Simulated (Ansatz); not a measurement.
**Equilibrium lattice constant a of some cubic elemental metals**

Method: r²SCAN+SOC in Ansatz (plane waves, PAW). References are measured values corrected to a static lattice. The table is a random draw of 6 from 8 solids with such references.

Values in Å.

| solid | reference | r²SCAN+SOC | error (%) |
|---|---|---|---|
| fcc Pb | 4.902¶ | 5.002 | +2.04 |
| fcc Pt | 3.913 | ? | ? |
| bcc Ba | 4.995¶ | 5.070 | +1.50 |
| bcc Cs | 6.039¶ | 6.271 | +3.84 |
| fcc Au | 4.062 | 4.111 | +1.21 |
| bcc Ta | 3.299 | 3.305 | +0.18 |

Problem. Estimate the withheld r²SCAN+SOC value.

Solution. The errors of the other rows run from +0.18 % to +3.84 %, with a median of +1.50 %; carried to the reference 3.913 it gives 3.972 Å. The run gives 3.942 Å (+0.74 %), -0.76 % from the estimate; the row was drawn at random, and such an estimate is rough. Over these 6 solids the mean error is +1.59 %, the mean absolute error 1.59 % (median 1.35 %), and the worst case bcc Cs at +3.84 %; the value is above the reference in 6 of 6 cases. Over all 8, from unrounded values, the mean error is +1.27 % and the mean absolute error 1.27 % (median 0.97 %).

All these references are brought to a static lattice.

¶ marks references of a special kind: fcc Pb, 4.902 Å (measured, low-temperature or extrapolated to 0 K; zero-point anharmonic expansion removed, our sources range from 4.902 to 4.912; as tabulated in Csonka et al. (2009), arXiv:0903.4037); bcc Ba, 4.995 Å (measured, low-temperature or extrapolated to 0 K; zero-point anharmonic expansion removed, our sources range from 4.995 to 5.004; as tabulated in Csonka et al. (2009), arXiv:0903.4037); bcc Cs, 6.039 Å (measured, low-temperature or extrapolated to 0 K; zero-point anharmonic expansion removed; as tabulated in Csonka et al. (2009), arXiv:0903.4037).

Differences are worked out from the printed values.

Ansatz's density-functional and Hartree–Fock values are scalar-relativistic unless marked +SOC, with PAW data made under PBE.

Not in this set, of the elemental metals with a reference value in our tables and a result at some level: 19 for a reference at room or unstated temperature; 17 for no value at r²SCAN+SOC (not run, a failed fit, an unstable or unbound cell, or a value held back for tests). These can be a level's best or worst cases. Solids without a released value at any level aren't counted. Layered and molecular crystals are counted apart. The metals Ce to Yb are counted apart.

References as tabulated in Csonka et al. (2009), arXiv:0903.4037; Mejia-Rodriguez and Trickey (2018), arXiv:1807.09216.

Ansatz is a quantum-chemistry and plane-wave program.
